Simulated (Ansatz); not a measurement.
## Ansatz (development build ahead of 0.2.0) run

```yaml
crystal:
  periodic: [false, false, false]
  atoms:
    - { symbol: O, position_ang: [0.0, -0.37058, -2.06718] }
    - { symbol: H, position_ang: [0.0, -0.46636, -0.99356] }
    - { symbol: Cl, position_ang: [0.0, 0.16243, 1.15449] }
    - { symbol: H, position_ang: [0.0, 0.66961, -2.09527] }
basis:
  gaussian: { orbitals: cc-pVTZ }
total_charge: -1
hamiltonian:
  xc: hf
correlation:
  method: mp2
  frozen_orbitals: { Cl: 5, H: 0, O: 1 }
```

The input is written out in the form of the current development build from the run's settings.

The run gave:

```json
{
 "Converged": "yes",
 "Reference energy": "-535.62402 hartree",
 "Correlation energy": "-0.47134 hartree",
 "Total energy": "-536.09535 hartree",
 "Spin squared of the determinant": "0.000"
}
```

Caution: no diffuse functions for an anion.
